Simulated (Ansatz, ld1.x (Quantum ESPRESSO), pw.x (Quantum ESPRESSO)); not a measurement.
**pw.x on fcc B: one setting changed**

Potential: norm-conserving RRKJ (Kleinman–Bylander form), ld1.x (Quantum ESPRESSO) 7.5, PBEsol; core [He], reference 2s2 2p1; waves: 2s (bound): rc 1.30 bohr; 2p (bound): rc 1.90 bohr; 3d channel at 0.1 Ry: rc 1.80 bohr; local part: all-electron potential smoothed inside 1.25 bohr (lloc = -1); core correction: none.

The reference run (k-mesh 18³, cutoffs 55/220 Ry, Fermi–Dirac 0.01 Ry, mixing_beta 0.4, conv_thr 1e-9, no spin) gives -3.14 GPa at 5.836 Å³/atom, where all-electron LAPW gives -0.51 GPa. This run, with its own iteration cap, changes degauss to 1e-05, a wrong or extreme entry chosen on purpose.

```
&control
  calculation='scf', prefix='x', pseudo_dir='./', outdir='./tmp', tstress=.true., disk_io='none'
/
&system
  ibrav=0, nat=1, ntyp=1, ecutwfc=55, ecutrho=220, nbnd=8,
  occupations='smearing', smearing='fd', degauss=1e-05
/
&electrons
  conv_thr=1e-09, mixing_beta=0.4, electron_maxstep=70
/
ATOMIC_SPECIES
B 1.0 B.UPF
CELL_PARAMETERS angstrom
  0.00000000 1.42898750 1.42898750
  1.42898750 0.00000000 1.42898750
  1.42898750 1.42898750 0.00000000
ATOMIC_POSITIONS crystal
B 0.0000 0.0000 0.0000
K_POINTS automatic
18 18 18 0 0 0
```

```bash
pw.x < B.scf.in > B.scf.out
```

Q: How does the run end?

A: It converges in 5 iterations; the free energy moves by +8.0 meV/atom and the pressure by +0.09 GPa. With next to no smearing the run approaches the zero-width result on this mesh, which converges more slowly with k-points.

```
Message from routine setup:
     using ibrav=0 with symmetry is DISCOURAGED, use correct ibrav instead
     lattice parameter (alat)  =       3.8189  a.u.
     unit-cell volume          =      39.3833 (a.u.)^3
     number of electrons       =         3.00
     number of Kohn-Sham states=            8
     kinetic-energy cutoff     =      55.0000  Ry
     charge density cutoff     =     220.0000  Ry
     scf convergence threshold =      1.0E-09
     Exchange-correlation= PBESOL
     number of k points=   195  Fermi-Dirac smearing, width (Ry)=  0.0000
     iteration #  1     ecut=    55.00 Ry     beta= 0.40
     total energy              =      -5.57282452 Ry
     estimated scf accuracy    <       0.00135650 Ry
     iteration #  2     ecut=    55.00 Ry     beta= 0.40
     total energy              =      -5.57276574 Ry
     estimated scf accuracy    <       0.00047246 Ry
     iteration #  3     ecut=    55.00 Ry     beta= 0.40
     total energy              =      -5.57276807 Ry
     estimated scf accuracy    <       0.00000006 Ry
     iteration #  4     ecut=    55.00 Ry     beta= 0.40
     total energy              =      -5.57276808 Ry
     estimated scf accuracy    <          5.4E-09 Ry
     iteration #  5     ecut=    55.00 Ry     beta= 0.40
     the Fermi energy is    14.4975 ev
!    total energy              =      -5.57276808 Ry
     estimated scf accuracy    <          1.2E-10 Ry
     smearing contrib. (-TS)   =      -0.00000002 Ry
     The total energy is F=E-TS. E is the sum of the following terms:
     one-electron contribution =       4.25239784 Ry
     hartree contribution      =       0.01859753 Ry
     xc contribution           =      -2.20344442 Ry
     ewald contribution        =      -7.64031902 Ry
     convergence has been achieved in   5 iterations
          total   stress  (Ry/bohr**3)                   (kbar)     P=      -30.48
     Message from routine punch:
     Nothing written, as per user request (disk_io='none')
```

The run took about 4.9 s on one core of a shared server CPU.
